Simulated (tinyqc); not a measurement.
ROHF in the sto-6g basis, for CH, spin multiplicity 4, step by step. Computed by tinyqc, a small Python program that keeps every step (integrals from PySCF). Settings: charge = 0, multiplicity = 4, basis = sto-6g, energy threshold = 1e-09, iteration cap = 73, orthogonalisation = canonical, start = core, DIIS depth = 8, method = ROHF. Command: `OMP_NUM_THREADS=1 python tinyqc.py 28290 28291 out.jsonl` (the two numbers bound the seeds that draw the settings). One thread of a shared host (Intel(R) Xeon(R) Processor @ 2.60GHz), about 0.08 s of CPU time with the checks.

Geometry (angstrom):
```
atom         x         y         z
C     0.000000  0.000000  0.000000
H     0.000000  0.000000  1.046000
```

Stop when the energy changes by less than 1e-09 hartree and every element of the error matrix X^T (F D S - S D F) X is below 9e-06.

Course of the cycle:
```
iteration   E (hartree)     change  largest element of the error matrix
1          -37.54671047          -                             8.37e-01
2          -38.14851897  -6.02e-01                             1.94e-01
3          -38.16831120  -1.98e-02                             8.00e-03
4          -38.16833525  -2.41e-05                             3.52e-04
5          -38.16833555  -3.00e-07                             4.03e-05
6          -38.16833556  -6.94e-09                             1.14e-06
7          -38.16833556  -1.28e-12                             5.21e-08
```

Can the last value be used, and what does the course show?

Yes. Converged in 7 iterations. PySCF ROHF in the same basis = -38.16833556 hartree.
